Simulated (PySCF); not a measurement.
Molecule: SMILES C1CCOC1, C₄H₈O.

Geometry:
| atom | x (Å) | y (Å) | z (Å) |
| --- | --- | --- | --- |
| C1 | -0.917 | 0.405 | -0.378 |
| C2 | 0.424 | 0.977 | 0.067 |
| C3 | 1.314 | -0.259 | -0.001 |
| O4 | 0.478 | -1.364 | 0.277 |
| C5 | -0.878 | -0.971 | 0.275 |
| H6 | -0.944 | 0.308 | -1.476 |
| H7 | -1.784 | 1.007 | -0.070 |
| H8 | 0.356 | 1.348 | 1.103 |
| H9 | 0.786 | 1.803 | -0.563 |
| H10 | 2.143 | -0.233 | 0.726 |
| H11 | 1.759 | -0.370 | -1.009 |
| H12 | -1.474 | -1.726 | -0.265 |
| H13 | -1.262 | -0.923 | 1.313 |

Geometry PBE0-D3(BJ)/def2-SVP throughout; GIAO in PySCF 2.14.0 with density-fitted response routines, gas phase, one conformer, non-relativistic; equivalent atoms averaged; functional PBE0.

For orientation, pcSseg-1 gives these shifts δ (against TMS, H2O at the same level): C3/C5 69.8, C1/C2 29.1, O4 38.5, H10/H11/H12/H13 3.75, H6/H7/H8/H9 1.63 ppm.

A run gave: C3/C5 71.3, C1/C2 30.1, O4 35.8, H10/H11/H12/H13 3.80, H6/H7/H8/H9 1.79 ppm (shifts δ (against TMS, H2O at the same level)).

Problem. Which basis set was used in that run?
A. cc-pVDZ
B. IGLO-III
C. 6-311+G(2d,p)
D. cc-pVTZ
E. def2-SVP

Solution. B. C3/C5 tells them apart best: IGLO-III gives 71.3, cc-pVTZ gives 69.6, 6-311+G(2d,p) gives 68.5, def2-SVP gives 65.2, cc-pVDZ gives 66.6 ppm.
